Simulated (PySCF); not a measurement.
nitrogen (N2), SMILES N#N. Geometry: PBE0-D3(BJ)/def2-TZVPD.

All values below come from PySCF with PBE0-D3(BJ)/def2-TZVPD.

Harmonic wavenumbers (cm⁻¹): 2485. Rotational constants (GHz): 60.80 (linear); symmetry number 2.

Task: Work out the zero-point energy and the ideal-gas rigid-rotor harmonic-oscillator thermochemistry at 298.15 K and 1 atm.

Result: ZPE = ½ Σ hcν = ½ × 2485 cm⁻¹ = 3.55 kcal/mol. H − E(el) = 5.63 kcal/mol. Entropy in cal/(mol K): translation 35.93, rotation 9.80, vibration 0.00, total 45.73. G − E(el) = -8.01 kcal/mol. Cp = 6.96 cal/(mol K).
